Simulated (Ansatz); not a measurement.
# BSiH5 (singlet): the correlation ladder at distance B1–H4 along a hydrogen transfer = 1.194 Å, cc-pVTZ

An exercise on one series of results from a longer session: the logs are not shown, and one member is left open.

Program: Ansatz 0.2.0, Gaussian basis. Level of theory: cc-pVTZ, core rule «outside noble gas», up to 6 orbitals frozen. These are calculated values, not measurements.

To be run: UHF; CCSD(T) on RHF; CCSD(T) on UHF; BCCD(T) on RHF; CCSDT(Q) on RHF.

## What is computed

The geometry derives from fragments relaxed apart (PBE0/def2-TZVP) and kept rigid, so it is no stationary point. A hydrogen atom is moved between rigid fragments.

7 atoms, charge 0, spin multiplicity 1.

Atoms are counted from 1 here; the program's logs count them from 0.

Bond lengths: B1–H2 1.193 Å, B1–H3 1.193 Å, B1–H4 1.193 Å, Si5–H6 1.526 Å, Si5–H7 1.526 Å. Angles: H2–B1–H3 120.0°, H2–B1–H4 120.0°, H3–B1–H4 120.0°, H6–Si5–H7 91.2°.

Set-up of the first run:

Input file in.yaml:

```yaml
crystal:
  periodic: [false, false, false]
  atoms:
    - {symbol: B, position_ang: [-2.112895, 0.040114, 0.000000]}
    - {symbol: H, position_ang: [-2.709628, 1.073685, 0.000000]}
    - {symbol: H, position_ang: [-2.709629, -0.993457, 0.000000]}
    - {symbol: H, position_ang: [-0.919430, 0.040114, 0.000000]}
    - {symbol: Si, position_ang: [0.930105, 0.040114, 0.000000]}
    - {symbol: H, position_ang: [1.542285, -0.834170, 1.090012]}
    - {symbol: H, position_ang: [1.542285, -0.834170, -1.090012]}
basis:
  gaussian: {orbitals: cc-pVTZ}
magnetization: {spin_polarized: true, initial_magnetization: 0}
hamiltonian: {xc: hf}
output: {orbitals: {seedname: orbitals}}
```

Run with:

```bash
$ ansatz run in.yaml --threads 1 --pin off --events-out ev --progress --plain --max-ram 2816MiB --backend cpu
```

Steps of the session up to this table: UHF; CCSD(T) on RHF; CCSD(T) on UHF; BCCD(T) on RHF; CCSDT(Q) on RHF.

One of the session's tables, all rows but one given; the rest of the session is left out.

It belongs to the step «Misses and costs». 

| method | from RCCSDT(Q) (meV) |
| --- | --- |
| RHF | +7890.6 |
| UHF | +7878.2 |
| RMP2 | +1532.4 |
| RCCSD | ? |
| RCCSD(T) | +46.4 |
| BCCD(T) | +45.8 |
| RCCSDT | +8.8 |
| RCCSDT(Q) | 0 |

Q: Estimate the row for RCCSD from the others.

As computed: from RCCSDT(Q) (meV): +266.8. In the column «from RCCSDT(Q) (meV)» it lies between RCCSD(T) (+46.4) and RMP2 (+1532.4).

Not comparable, so not listed: CCSD(T) on UHF (they don't share determinant, frozen orbitals or solution with the rows shown, or repeat one).

To keep in mind: Warnings: restricted reference is unstable; spin contamination.
